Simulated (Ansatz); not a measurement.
How far each method lies from UCCSDT(Q) for HB–NH⁺, quartet

Geometry: that of the HB–NH, triplet, kept fixed. The doublet lies 2.7 eV lower here.

```xyz
4

B     0.0000   -0.1240    0.7739
N     0.0000   -0.0224   -0.5980
H     0.0000    0.9564    1.3306
H     0.0000    0.6853   -1.3215
```

Basis cc-pVDZ; Ansatz 0.2.0. Correlated methods freeze the noble-gas cores, which leaves 9 electrons in 36 orbitals. Prefix R: restricted or restricted open-shell reference; prefix U: unrestricted. Active spaces: valence = (9e, 10o) chosen from the atoms' valence shells.

Full CI isn't at hand for all of this; UCCSDT(Q) serves as the reference, and is uncertain by about the last step of the cluster series. The frozen core follows each run's orbitals, which can shift R against U totals by a few meV.

For open shells CISD is restricted-active-space CI with the open shells as a complete middle space.

The UHF ⟨S²⟩ is 3.763 and the T1 diagnostic (RCCSD) is 0.0329. The largest doubles amplitude (RCCSD) is 0.043. The T1 diagnostic (UCCSD) is 0.0268.

| level | E − E(UCCSDT(Q)) (kJ/mol) | share of correlation (%) | wall time |
| --- | --- | --- | --- |
| RHF | 495.9 | 0.00 | – |
| UHF | 477.7 | 3.67 | – |
| RMP2 | 96.6 | 80.53 | – |
| UMP2 | 96.1 | 80.63 | – |
| CISD | 33.2 | 93.31 | 1.9 s |
| RCCSD | 12.8 | 97.42 | – |
| UCCSD | 12.4 | 97.49 | – |
| RCCSD(T) | 3.0 | 99.40 | 1.1 s |
| UCCSD(T) | 2.9 | 99.42 | 1.1 s |
| BCCD(T) | 2.9 | 99.42 | 1.3 s |
| RCCSDT | 0.6 | 99.88 | – |
| UCCSDT | 0.4 | 99.91 | – |
| RCCSDT(Q) | 0.2 | 99.97 | 12 s |
| CASSCF (valence space) | 302.3 | 39.04 | – |
| NEVPT2 (valence space) | 69.8 | 85.92 | 2.9 s |
| MRCISD (valence space) | 14.7 | 97.03 | – |
| MRCISD+Q (valence space) | 3.2 | 99.36 | 6 s |
| MRCISD+Q(relaxed) (valence space) | -1.0 | 100.21 | 8.5 s |

The correlation energy at UCCSDT(Q), counted from RHF, is -5.140 eV. That run took 11 s on 1 thread of Arm Neoverse V2, shared host.

Times hold each run's SCF and search for its determinant on a shared host, so for small cases they say little of a method's own cost; they ran on 1 thread of Arm Neoverse V2.

Natural occupations of CASSCF (valence space) about the gap: 1.985 1.977 1.975 1.005 0.997 0.994 0.023 0.019 0.015 0.011; effectively unpaired electrons, Σ n²(2−n)², 3.01.
